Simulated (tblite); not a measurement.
Species: 1,1,2-trichloroethane, C2H3Cl3.
Geometry (GFN2-xTB, Å), atoms numbered from 1 in this order:
```xyz
8
C2H3Cl3 angstrom
Cl    -1.4715   -1.4254   -0.6525
C     -0.7873    0.0706    0.0271
C      0.7211    0.0469   -0.1057
Cl     1.4289   -1.2219    0.9155
Cl     1.3636    1.6337    0.3858
H     -1.0884    0.1335    1.0731
H     -1.2009    0.9085   -0.5351
H      1.0436   -0.1365   -1.1328
```

Computed values, GFN2-xTB/tblite, gas phase, harmonic and unscaled. This tight-binding method is rough: wavenumbers can miss measured ones by several per cent, in bad cases by 10 to 20. One conformer, not necessarily the lowest.

Harmonic wavenumbers (cm⁻¹): 78.3, 160.7, 228.7, 305.8, 364.4, 631.1, 687.0, 748.9, 916.3, 1042.1, 1105.5, 1146.4, 1200.3, 1241.9, 1414.9, 2944.2, 2978.4, 2989.4.

A = 3622, B = 1478, C = 1088 MHz; mass 131.930 u (most abundant isotopes); point group C1, symmetry number 1.

Zero-point energy?

½Σν̃ = 10092 cm⁻¹ = 28.86 kcal/mol.

What is S at 298.15 K and 1 bar for an ideal gas of classical rigid rotors and harmonic oscillators?

Translation 40.57, rotation 28.40, vibration 12.24: S = 81.2 cal/(mol K).

And Cp and H(298.15 K) − H(0)?

Cp = 21.18 cal/(mol K), of which vibrations give 13.23 (their classical limit is 18 R = 35.8); H(298.15 K) − H(0) = 4.38 kcal/mol without the zero-point energy, 2.01 from vibrations.

Which modes carry the vibrational entropy at 298.15 K?

78.3 cm⁻¹: 3.93; 160.7 cm⁻¹: 2.54; 228.7 cm⁻¹: 1.89; 305.8 cm⁻¹: 1.38; 364.4 cm⁻¹: 1.10; 631.1 cm⁻¹: 0.40 cal/(mol K); the other 12 give 0.99 together.

How do the functions run with temperature in this model?

| T (K) | S (cal/(mol K)) | Cp (cal/(mol K)) | H − H(0) (kcal/mol) | G − H(0) (kcal/mol) | ln q(vib) |
| --- | --- | --- | --- | --- | --- |
| 50 | 55.7 | 9.8 | 0.43 | -2.35 | 0.12 |
| 100 | 63.4 | 12.7 | 0.99 | -5.34 | 0.55 |
| 373.15 | 86.3 | 24.0 | 6.07 | -26.12 | 3.62 |
| 500 | 93.9 | 27.9 | 9.38 | -37.56 | 5.02 |
| 750 | 106.2 | 32.9 | 17.05 | -62.64 | 7.63 |
| 1000 | 116.2 | 35.9 | 25.68 | -90.48 | 9.98 |

q(vib) and H(0) count from the zero-point level.

Hindered rotation and anharmonicity are outside this model. Other conformers, if any are populated, would add a mixing term that is left out. The structure is chiral; the term R ln 2 for an equal mix with its mirror image is left out.
